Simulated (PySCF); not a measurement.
PySCF input (HF/6-311++G(2d,2p)):

```python
import numpy as np, basis_set_exchange as bse
from pyscf import gto, scf, dft, df

basis = {'C': gto.basis.parse(bse.get_basis('6-311++G(2d,2p)', elements=['C'], fmt='nwchem')), 'H': gto.basis.parse(bse.get_basis('6-311++G(2d,2p)', elements=['H'], fmt='nwchem')), 'O': gto.basis.parse(bse.get_basis('6-311++G(2d,2p)', elements=['O'], fmt='nwchem'))}
mol = gto.M(
    atom='''
    C     0.00913574    0.00173503   -1.20562697
    C    -0.00077797   -0.00014775    0.10266711
    H     0.02818759    0.94008178   -1.73766571
    H    -0.00183081   -0.93507619   -1.74059173
    O    -0.00956292   -0.00181616    1.26200208
    ''',
    basis=basis,
    charge=0,
    verbose=4,
    max_memory=8640,
)
mf = scf.RHF(mol)
mf = mf.density_fit(auxbasis=df.autoaux(mol))
mf.conv_tol = 1e-9
mf.max_cycle = 100
scf.hf.overlap_zero_eigenvalue_threshold = 1e-4
print('smallest overlap eigenvalue', np.linalg.eigvalsh(mol.intor('int1e_ovlp'))[0])
mf.kernel()
dip = mf.dip_moment()
```

Output:

```
PySCF version 2.14.0

[INPUT] verbose = 4
[INPUT] num. atoms = 5
[INPUT] num. electrons = 22
[INPUT] charge = 0
[INPUT] spin (= nelec alpha-beta = 2S) = 0
[INPUT] symmetry False subgroup None
[INPUT] Mole.unit = angstrom
[INPUT] Symbol           X                Y                Z      unit          X                Y                Z       unit  Magmom
[INPUT]  1 C      0.009135740000   0.001735030000  -1.205626970000 AA    0.017264046545   0.003278731518  -2.278304781689 Bohr   0.0
[INPUT]  2 C     -0.000777970000  -0.000147750000   0.102667110000 AA   -0.001470150233  -0.000279207035   0.194012719901 Bohr   0.0
[INPUT]  3 H      0.028187590000   0.940081780000  -1.737665710000 AA    0.053266825212   1.776497098894  -3.283712287948 Bohr   0.0
[INPUT]  4 H     -0.001830810000  -0.935076190000  -1.740591730000 AA   -0.003459729486  -1.767037904702  -3.289241664383 Bohr   0.0
[INPUT]  5 O     -0.009562920000  -0.001816160000   1.262002080000 AA   -0.018071299751  -0.003432044998   2.384838299831 Bohr   0.0

nuclear repulsion = 58.6962399446735
number of shells = 45
number of NR pGTOs = 144
number of NR cGTOs = 101
basis = {'C': [[0, [4563.24, 0.00196665], [682.024, 0.0152306], [154.973, 0.0761269], [44.4553, 0.260801], [13.029, 0.616462], [1.82773, 0.221006]], [0, [20.9642, 0.11466], [4.80331, 0.919999], [1.45933, -0.00303068]], [0, [0.483456, 1.0]], [0, [0.145585, 1.0]], [0, [0.0438, 1.0]], [1, [20.9642, 0.0402487], [4.80331, 0.237594], [1.45933, 0.815854]], [1, [0.483456, 1.0]], [1, [0.145585, 1.0]], [1, [0.0438, 1.0]], [2, [1.252, 1.0]], [2, [0.313, 1.0]]], 'H': [[0, [33.865, 0.0254938], [5.09479, 0.190373], [1.15879, 0.852161]], [0, [0.32584, 1.0]], [0, [0.102741, 1.0]], [0, [0.036, 1.0]], [1, [1.5, 1.0]], [1, [0.375, 1.0]]], 'O': [[0, [8588.5, 0.00189515], [1297.23, 0.0143859], [299.296, 0.070732], [87.3771, 0.240001], [25.6789, 0.594797], [3.74004, 0.280802]], [0, [42.1175, 0.113889], [9.62837, 0.920811], [2.85332, -0.00327447]], [0, [0.905661, 1.0]], [0, [0.255611, 1.0]], [0, [0.0845, 1.0]], [1, [42.1175, 0.0365114], [9.62837, 0.237153], [2.85332, 0.819702]], [1, [0.905661, 1.0]], [1, [0.255611, 1.0]], [1, [0.0845, 1.0]], [2, [2.584, 1.0]], [2, [0.646, 1.0]]]}
ecp = {}
ETB for C: l = 0, exps = 0.0876 * 1.8^n , n = 0..15
ETB for C: l = 1, exps = 0.0876 * 1.8^n , n = 0..13
ETB for C: l = 2, exps = 0.0876 * 1.8^n , n = 0..12
ETB for C: l = 3, exps = 0.3568 * 2.2^n , n = 0..3
ETB for O: l = 0, exps = 0.169 * 1.8^n , n = 0..15
ETB for O: l = 1, exps = 0.169 * 1.8^n , n = 0..12
ETB for O: l = 2, exps = 0.169 * 1.8^n , n = 0..11
ETB for O: l = 3, exps = 0.7305 * 2.2^n , n = 0..3
ETB for H: l = 0, exps = 0.072 * 1.8^n , n = 0..12
ETB for H: l = 1, exps = 0.411 * 2^n , n = 0..3
ETB for H: l = 2, exps = 0.75 * 2.2^n , n = 0..2
smallest overlap eigenvalue 5.255536161917376e-05

******** <class 'pyscf.df.df_jk.DFRHF'> ********
method = DFRHF
initial guess = minao
damping factor = 0
level_shift factor = 0
DIIS = <class 'pyscf.scf.diis.CDIIS'>
diis_start_cycle = 1
diis_space = 8
diis_damp = 0
SCF conv_tol = 1e-09
SCF conv_tol_grad = None
SCF max_cycles = 100
direct_scf = False
Set gradient conv threshold to 3.16228e-05
Initial guess from minao.
******** <class 'pyscf.df.df.DF'> ********
auxbasis = {'C': [[0, [np.float64(591.0057180034255), 1]], [0, [np.float64(328.3365100019031), 1]], [0, [np.float64(182.40917222327948), 1]], [0, [np.float64(101.33842901293305), 1]], [0, [np.float64(56.29912722940724), 1]], [0, [np.float64(31.277292905226247), 1]], [0, [np.float64(17.376273836236802), 1]], [0, [np.float64(9.653485464576002), 1]], [0, [np.float64(5.363047480320001), 1]], [0, [np.float64(2.9794708224), 1]], [0, [np.float64(1.6552615680000002), 1]], [0, [np.float64(0.91958976), 1]], [0, [np.float64(0.5108832000000001), 1]], [0, [np.float64(0.283824), 1]], [0, [np.float64(0.15768), 1]], [0, [np.float64(0.0876), 1]], [1, [np.float64(182.40917222327948), 1]], [1, [np.float64(101.33842901293305), 1]], [1, [np.float64(56.29912722940724), 1]], [1, [np.float64(31.277292905226247), 1]], [1, [np.float64(17.376273836236802), 1]], [1, [np.float64(9.653485464576002), 1]], [1, [np.float64(5.363047480320001), 1]], [1, [np.float64(2.9794708224), 1]], [1, [np.float64(1.6552615680000002), 1]], [1, [np.float64(0.91958976), 1]], [1, [np.float64(0.5108832000000001), 1]], [1, [np.float64(0.283824), 1]], [1, [np.float64(0.15768), 1]], [1, [np.float64(0.0876), 1]], [2, [np.float64(101.33842901293305), 1]], [2, [np.float64(56.29912722940724), 1]], [2, [np.float64(31.277292905226247), 1]], [2, [np.float64(17.376273836236802), 1]], [2, [np.float64(9.653485464576002), 1]], [2, [np.float64(5.363047480320001), 1]], [2, [np.float64(2.9794708224), 1]], [2, [np.float64(1.6552615680000002), 1]], [2, [np.float64(0.91958976), 1]], [2, [np.float64(0.5108832000000001), 1]], [2, [np.float64(0.283824), 1]], [2, [np.float64(0.15768), 1]], [2, [np.float64(0.0876), 1]], [3, [np.float64(3.7992064000000014), 1]], [3, [np.float64(1.7269120000000002), 1]], [3, [np.float64(0.7849600000000001), 1]], [3, [np.float64(0.3568), 1]]], 'O': [[0, [np.float64(1140.182264184691), 1]], [0, [np.float64(633.4345912137172), 1]], [0, [np.float64(351.9081062298429), 1]], [0, [np.float64(195.50450346102383), 1]], [0, [np.float64(108.61361303390211), 1]], [0, [np.float64(60.34089612994562), 1]], [0, [np.float64(33.52272007219201), 1]], [0, [np.float64(18.623733373440004), 1]], [0, [np.float64(10.346518540800002), 1]], [0, [np.float64(5.748065856000001), 1]], [0, [np.float64(3.1933699200000008), 1]], [0, [np.float64(1.7740944), 1]], [0, [np.float64(0.9856080000000002), 1]], [0, [np.float64(0.54756), 1]], [0, [np.float64(0.3042), 1]], [0, [np.float64(0.169), 1]], [1, [np.float64(195.50450346102383), 1]], [1, [np.float64(108.61361303390211), 1]], [1, [np.float64(60.34089612994562), 1]], [1, [np.float64(33.52272007219201), 1]], [1, [np.float64(18.623733373440004), 1]], [1, [np.float64(10.346518540800002), 1]], [1, [np.float64(5.748065856000001), 1]], [1, [np.float64(3.1933699200000008), 1]], [1, [np.float64(1.7740944), 1]], [1, [np.float64(0.9856080000000002), 1]], [1, [np.float64(0.54756), 1]], [1, [np.float64(0.3042), 1]], [1, [np.float64(0.169), 1]], [2, [np.float64(108.61361303390211), 1]], [2, [np.float64(60.34089612994562), 1]], [2, [np.float64(33.52272007219201), 1]], [2, [np.float64(18.623733373440004), 1]], [2, [np.float64(10.346518540800002), 1]], [2, [np.float64(5.748065856000001), 1]], [2, [np.float64(3.1933699200000008), 1]], [2, [np.float64(1.7740944), 1]], [2, [np.float64(0.9856080000000002), 1]], [2, [np.float64(0.54756), 1]], [2, [np.float64(0.3042), 1]], [2, [np.float64(0.169), 1]], [3, [np.float64(7.7783640000000025), 1]], [3, [np.float64(3.5356200000000007), 1]], [3, [np.float64(1.6071000000000002), 1]], [3, [np.float64(0.7305), 1]]], 'H': [[0, [np.float64(83.2918594626847), 1]], [0, [np.float64(46.27325525704705), 1]], [0, [np.float64(25.707364031692805), 1]], [0, [np.float64(14.281868906496003), 1]], [0, [np.float64(7.934371614720002), 1]], [0, [np.float64(4.4079842304), 1]], [0, [np.float64(2.448880128), 1]], [0, [np.float64(1.36048896), 1]], [0, [np.float64(0.7558271999999999), 1]], [0, [np.float64(0.419904), 1]], [0, [np.float64(0.23328), 1]], [0, [np.float64(0.1296), 1]], [0, [np.float64(0.072), 1]], [1, [np.float64(3.288), 1]], [1, [np.float64(1.644), 1]], [1, [np.float64(0.822), 1]], [1, [np.float64(0.411), 1]], [2, [np.float64(3.630000000000001), 1]], [2, [np.float64(1.6500000000000001), 1]], [2, [np.float64(0.75), 1]]]}
init E= -152.307567681043

WARN: 1 small eigenvectors of overlap matrix removed because of linear dependency between AOs.

  HOMO = -0.223907114306222  LUMO = 0.0222777159551363  gap/eV = 6.69903
cycle= 1 E= -151.690892028659  delta_E= 0.617  |g|= 0.602  |ddm|= 1.98
  HOMO = -0.38783128528781  LUMO = 0.0341972986388719  gap/eV = 11.48398
cycle= 2 E= -151.734204134717  delta_E= -0.0433  |g|= 0.475  |ddm|= 0.537
  HOMO = -0.371844906492605  LUMO = 0.0409791914357929  gap/eV = 11.23352
cycle= 3 E= -151.773896963711  delta_E= -0.0397  |g|= 0.062  |ddm|= 0.275
  HOMO = -0.365815078572663  LUMO = 0.0419474240065355  gap/eV = 11.09578
cycle= 4 E= -151.775092370957  delta_E= -0.0012  |g|= 0.0203  |ddm|= 0.0543
  HOMO = -0.367099903816094  LUMO = 0.0424099410239394  gap/eV = 11.14333
cycle= 5 E= -151.775293271622  delta_E= -0.000201  |g|= 0.00764  |ddm|= 0.0204
  HOMO = -0.367911714086755  LUMO = 0.0422321961177433  gap/eV = 11.16058
cycle= 6 E= -151.775334291436  delta_E= -4.1e-05  |g|= 0.00346  |ddm|= 0.00859
  HOMO = -0.36764284377044  LUMO = 0.0422477235224732  gap/eV = 11.15369
cycle= 7 E= -151.77534780986  delta_E= -1.35e-05  |g|= 0.00122  |ddm|= 0.00663
  HOMO = -0.36786371756526  LUMO = 0.0422457470195286  gap/eV = 11.15965
cycle= 8 E= -151.775349160873  delta_E= -1.35e-06  |g|= 0.000253  |ddm|= 0.00242
  HOMO = -0.367820090522169  LUMO = 0.0422469428410128  gap/eV = 11.15849
cycle= 9 E= -151.775349205564  delta_E= -4.47e-08  |g|= 5.6e-05  |ddm|= 0.000444
  HOMO = -0.36782848468081  LUMO = 0.0422466908883646  gap/eV = 11.15871
cycle= 10 E= -151.775349207568  delta_E= -2e-09  |g|= 1.25e-05  |ddm|= 8.24e-05
  HOMO = -0.367829761249865  LUMO = 0.0422466228122433  gap/eV = 11.15875
cycle= 11 E= -151.775349207666  delta_E= -9.77e-11  |g|= 2.46e-06  |ddm|= 1.83e-05
  HOMO = -0.367829847162984  LUMO = 0.0422467004825487  gap/eV = 11.15875
Extra cycle  E= -151.77534920767  delta_E= -3.41e-12  |g|= 1.02e-06  |ddm|= 2.8e-06
converged SCF energy = -151.77534920767
Dipole moment(X, Y, Z, Debye):  0.01365,  0.00259, -1.80074
```
